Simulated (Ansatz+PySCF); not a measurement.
Two shapes of singlet NH4(+).

Shape 1:

```xyz
5

N     0.0000    0.0000    0.0000
H     0.5945    0.5945    0.5945
H     0.5945   -0.5945   -0.5945
H    -0.5945    0.5945   -0.5945
H    -0.5945   -0.5945    0.5945
```

Shape 2:

```xyz
5

N     0.0328   -0.0172   -0.0336
H     0.5523    0.5992    0.6209
H     0.5778   -0.6318   -0.6233
H    -0.5615    0.5805   -0.5596
H    -0.5874   -0.5594    0.6294
```

Basis set: def2-SVP (spherical functions). Correlated methods keep 1 orbital frozen. Charge 1, multiplicity 1.

Computed with Ansatz (development build ahead of 0.2.0); each method stands on the lowest determinant of its kind that the runs found.

Task: Which shape is lower in energy, and by how much in each method?

Result:

```tsv
method	E(2) − E(1) (eV)
RHF	0.131
RHF-MP2	0.133
PBE (restricted)	0.133
PBE (unrestricted)	0.133
ωB97X (restricted)	0.131
```

Shape 1 is lower.
